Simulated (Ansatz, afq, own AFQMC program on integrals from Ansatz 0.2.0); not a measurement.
Where AFQMC and coupled cluster stand for Al$_{2}$H$_{2}$, triplet

```
atom   x (Å)   y (Å)    z (Å)
  Al  0.0000  0.0000   1.4050
  Al  0.0000  0.0000  -1.4050
   H  0.0000  0.0000   2.9795
   H  0.0000  0.0000  -2.9795
```

Connectivity, by distances: AlH–AlH.

Basis 6-31G. Only valence electrons are correlated. AFQMC by an in-house program on the Cholesky factors that Ansatz 0.2.0 writes for its CCSD(T) run. The CISD trial takes its coefficients from CCSD amplitudes. Released means that phaseless walkers are propagated on without the constraint, phases kept. ± is one standard error of the sampling.

Determinant: UHF, the one that the program's search chose, which needn't be the lowest solution. The geometry is a point of a scan.

Full CI on the same integrals is exact in this basis and with this determinant's frozen core.

Cautions: lower spins were not checked; the search met a lower determinant of the same kind, perhaps of another symmetry (12 meV lower), and this one is a saddle point; the released energies have errors that jump between times, so the bars are unsure, so no released level is given (meV from the phaseless value at times in 1/Eh: 36 ± 39 at 0.24, -5.6 ± 1.8 at 0.51, -12 ± 4 at 0.99, -22 ± 4 at 1.62, -11 ± 11 at 2.40).

* T1 diagnostic: 0.0191
* weight of the determinant in the CISD state: 0.878
* ⟨S²⟩ of the determinant: 2.030
* size of the correlated space: 8 electrons in 20 orbitals

Reference: full CI, correlation energy -2.686 eV.

```
        level  E − E(reference) (kJ/mol)  share of correlation (%)
           HF                      259.2                      0.00
          MP2                       84.7                     67.32
         CCSD                       13.2                     94.89
      CCSD(T)                        5.5                     97.87
        CCSDT                        2.0                     99.24
     CCSDT(Q)                        0.8                     99.70
       CCSDTQ                        0.1                     99.94
ph-AFQMC/CISD                  4.4 ± 0.4                     98.30
```

CCSDT and higher add their correlation energy to the determinant of the CCSD(T) run, since their own runs factorise the integrals more tightly (a shift of under 2 meV). A walk keeps the symmetry of its determinant, which the program's search chose and which needn't be the lowest solution, so a lower state of the same spin and another symmetry isn't excluded.
